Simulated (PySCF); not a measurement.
Species: FH3P (charge +1).
SMILES: `F[PH3+]`

Method: EOM-EE-CCSD/aug-cc-pVDZ in PySCF, restricted Hartree–Fock reference, 6 core orbitals frozen, non-relativistic, gas phase, PBE0-D3(BJ)/def2-SVP geometry.

Give the EOM-CCSD singlets and triplets.

```csv
state,E (eV),λ (nm),"main singles (HF orbitals, share of the singles part)"
singlet 1 (×2),9.22,134,HOMO→LUMO 83 %
singlet 2,11.37,109,"HOMO-1→LUMO+2 42 %, HOMO→LUMO+3 41 %"
triplet 1 (×2),8.69,143,HOMO→LUMO 83 %
```

×n marks degenerate levels (orbitals of the first member shown); a last level whose partners the search may have cut is left out.

What is the vertical gap between the lowest excited singlet and the lowest triplet?

9.22 − 8.69 = 0.53 eV (51 kJ/mol). Both are led by HOMO→LUMO.

The first EOM-IP-CCSD ionisation energy is 21.65 eV, 10.28 eV above the highest singlet listed and 12.43 eV above the lowest.

T1 diagnostic 0.013. EOM-CCSD puts states of mainly double-excitation character too high. An iterative search for so few roots can pass over a low state.
